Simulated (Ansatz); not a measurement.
Correlation energies of BH₅SSi, SMILES `[SiH3]BS` by basis set

Cartesian coordinates in Å:
```
Si 0.386 -0.201 -1.196
B 0.028 0.305 0.716
S -1.383 -0.380 1.520
H -0.630 -1.141 -1.745
H 1.727 -0.842 -1.303
H 0.401 1.023 -2.045
H 0.741 1.051 1.316
H -1.269 0.186 2.737
```

The species carries charge 0 and has multiplicity 1. The geometry is a stationary point of PBE0-D4/def2-TZVP. It is one conformer, not always the lowest. Frozen core, restricted reference, Ansatz 0.2.0. CBS rows extrapolate triple and quadruple zeta; past MP2 they add the triple-zeta difference.

```
     basis     HF (Eh)  MP2 corr.  CCSD corr.       (T)  CCSD(T) total
  def2-SVP  -713.82939   -0.32210    -0.37546  -0.01121     -714.21606
def2-TZVPP  -714.09720   -0.40935    -0.46277  -0.01905     -714.57902
def2-QZVPP  -714.11846   -0.44046           –         –              –
 CBS(def2)  -714.12139   -0.46351    -0.51694     as TZ     -714.65738
```
